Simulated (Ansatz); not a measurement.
**BSi₂H+ (doublet): wave-function methods side by side, cc-pVDZ**

The task here is to estimate one member of a computed series from the others.

Program: Ansatz 0.2.0, Gaussian basis. Level of theory: cc-pVDZ, core rule «outside noble gas», up to 11 orbitals frozen. These are calculated values, not measurements.

Plan: UHF; CCSD(T) on ROHF; CCSD(T) on UHF; BCCD(T) on ROHF; CISD as a restricted active space (open shells left free, so some higher excitations enter); CCSDT(Q) on ROHF; CCSDT(Q) on UHF; CASSCF and MRCISD+Q, 9 electrons in 9 orbitals; CASSCF and NEVPT2, 9 electrons in 9 orbitals.

25 further runs of the same task are left out: 9 that didn't finish, 16 set aside as unsound or not needed. Runs told in other sessions of the task aren't counted.

## The system

The geometry is a PBE0/def2-TZVP stationary point (not a proven minimum) of the parent state, kept for this charge and spin.

4 atoms, charge 1, spin multiplicity 2.

Atoms are counted from 1 here; the program's logs count them from 0.

Bond lengths: B1–Si2 1.951 Å, B1–Si3 1.944 Å, Si2–Si3 2.172 Å, Si2–H4 1.491 Å. Angles: Si2–B1–Si3 67.8°, B1–Si2–Si3 56.0°, B1–Si2–H4 129.0°, Si3–Si2–H4 175.1°, B1–Si3–Si2 56.3°.

The first run:

Contents of in.yaml:

```yaml
crystal:
  periodic: [false, false, false]
  atoms:
    - {symbol: B, position_ang: [0.000000, -1.358854, -0.090412]}
    - {symbol: Si, position_ang: [0.000000, 0.218790, 1.056852]}
    - {symbol: Si, position_ang: [0.000000, 0.293674, -1.113422]}
    - {symbol: H, position_ang: [0.000000, 0.295418, 2.546020]}
basis:
  gaussian: {orbitals: cc-pVDZ}
total_charge: 1
magnetization: {spin_polarized: true, initial_magnetization: 1}
hamiltonian: {xc: hf}
output: {orbitals: {seedname: orbitals}}
```

Command:

```bash
$ ansatz run in.yaml --threads 1 --pin off --events-out ev --progress --plain --max-ram 2393MiB
```

Among the steps run: UHF; CCSD(T) on ROHF; CCSD(T) on UHF; BCCD(T) on ROHF; CISD as a restricted active space (open shells left free, so some higher excitations enter); CCSDT(Q) on ROHF; CCSDT(Q) on UHF; CASSCF and MRCISD+Q, 9 electrons in 9 orbitals; CASSCF and NEVPT2, 9 electrons in 9 orbitals.

One of the session's tables, all rows but one given; the rest of the session is left out.

| method | from RCCSDT(Q) (meV) |
| --- | --- |
| ROHF | +7983.3 |
| UHF | +7600.5 |
| RMP2 | +1335.5 |
| UMP2 | +1810.5 |
| CISD | +1482.0 |
| RCCSD | +644.0 |
| UCCSD | +634.4 |
| RCCSD(T) | +85.7 |
| UCCSD(T) | +126.6 |
| BCCD(T) | ? |
| RCCSDT | +54.3 |
| UCCSDT | +50.3 |
| RCCSDT(Q) | 0 |
| UCCSDT(Q) | -14.1 |
| CASSCF frontier | +5114.6 |
| NEVPT2 frontier | +1288.0 |
| MRCISD frontier | +585.8 |
| MRCISD+Q frontier | +80.0 |

Q: Estimate the row for BCCD(T) from the others.

As computed: from RCCSDT(Q) (meV): +89.8. In the column «from RCCSDT(Q) (meV)» it lies between RCCSD(T) (+85.7) and UCCSD(T) (+126.6).

To keep in mind: Warnings: spin contamination; large T1 diagnostic. Restricted and unrestricted rows rest on different reference determinants; a gap between their highest levels can come from leftover correlation error, from unlike frozen cores or from another state.
